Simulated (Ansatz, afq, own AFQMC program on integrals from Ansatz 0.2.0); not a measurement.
**GaH₂SO, doublet: AFQMC among the cluster methods**

```xyz
5

Ga   -0.1851    0.0943   -0.0178
O    -0.8363   -1.0863   -1.2089
S    -1.6956    1.6459    0.5513
H    -0.2262   -1.7773   -1.4891
H    -2.6047    1.0768   -0.2758
```

Connectivity, by distances: OH–Ga–SH.

Basis def2-TZVP. Only valence electrons are correlated. Ansatz 0.2.0 and our own AFQMC program on the same integrals; the CISD trial comes from CCSD amplitudes, and released means the phaseless constraint is let go. Error bars are statistical, one sigma. No spin–orbit coupling.

Determinant: UHF, the one that the program's search chose, which needn't be the lowest solution. The geometry is a PBE0/def2-SVP stationary point of this or a neighbouring charge and spin state.

No full CI on the walks' own integrals is used here. The released AFQMC energy serves as the reference, which it does only where one determinant dominates, the energy is flat over the last release times and near the phaseless one (40 meV or 2 meV an electron, half that with transition metals). On small molecules, where full CI could be run and the noise was under 10 meV, such values lay within 10 meV of it in 19 cases of 20, a flattering rate, since the rule was set on those same cases; what remains of the bias isn't in the error bar.

Cautions: no relativity below Rb; no spin-orbit coupling; inner d shell frozen; the released value is read at 1.50 1/Eh with a noise of 17 meV, more than in the cases checked (meV from the phaseless value at times in 1/Eh: -18 ± 9 at 0.24, -10 ± 9 at 0.51, -24 ± 11 at 0.99, -18 ± 17 at 1.50).

The T1 diagnostic is 0.0167 and the weight of the determinant in the CISD state is 0.833. The ⟨S²⟩ of the determinant is 0.758 and the size of the correlated space is 17 electrons in 108 orbitals.

Reference: AFQMC with the constraint released, correlation energy -14.043 ± 0.017 eV.

```csv
level,E − E(reference) (mEh),share of correlation (%)
HF,516.06 ± 0.63,0.00
MP2,46.66 ± 0.63,90.96
CCSD,22.90 ± 0.63,95.56
CCSD(T),2.52 ± 0.63,99.51
ph-AFQMC/CISD,0.67 ± 0.72,99.87
```

Released energies are given only where the last usable release times agree within the noise; a slower fall can still hide under it.
